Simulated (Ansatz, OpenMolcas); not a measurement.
## Worked example: the enthalpy of formation of C2H3N (acetonitrile)

The species is C2H3N (6 atoms), meant as a singlet with charge 0. As SMILES, `CC#N`. The coordinates come from a PBE0-D4/def2-TZVP relaxation.

Total energies at B3LYP/def2-TZVP (OpenMolcas 26.06); the atoms run unrestricted:

| species | state | energy (Eh) |
| --- | --- | --- |
| C2H3N | singlet | -132.810131 |
| C | triplet | -37.859478 |
| N | quartet | -54.603977 |
| H | doublet | -0.502154 |

Harmonic wavenumbers at PBE0-D4/def2-TZVP, in cm⁻¹: 390, 390, 951, 1053, 1053, 1401, 1464, 1464, 2393, 3070, 3151, 3151.

Measured heats of formation of the gaseous atoms at 298.15 K, in kJ/mol: C 716.9, N 472.4, H 218.0. Take 1 Eh = 2625.50 kJ/mol, 1 cm⁻¹ = 0.0119627 kJ/mol, RT = 2.479 kJ/mol.

**Question.** Work out the heat of formation of the gas at 298 K.

**Answer.** 
1. Electronic atomisation energy: 2 × (-37.859478) + (-54.603977) + 3 × (-0.502154) − (-132.810131) = 0.980736 Eh = 2574.9 kJ/mol.
2. Zero-point energy: half the sum of the wavenumbers, 9965.5 cm⁻¹ = 119.2 kJ/mol.
3. Thermal vibrational enthalpy, Σ hcν̃/(exp(hcν̃/kT) − 1): 2.0 kJ/mol. Translation, rotation and pV of a non-linear molecule: 4 RT = 9.9 kJ/mol.
4. The 6 free atoms carry 5/2 RT each: 37.2 kJ/mol.
5. Atomisation enthalpy at 298 K: 2574.9 − 119.2 − 2.0 − 9.9 + 37.2 = 2481.0 kJ/mol.
6. Sum of the atoms' heats of formation: 2560.2 kJ/mol. Heat of formation: 2560.2 − 2481.0 = +79.2 kJ/mol.

The tabulated value is +74.0 kJ/mol (CRC Handbook of Chemistry and Physics), so this level is off by +5.2 kJ/mol, or 0.2 % of the atomisation enthalpy. Anharmonicity and any spin-orbit splitting of the molecule are left out.
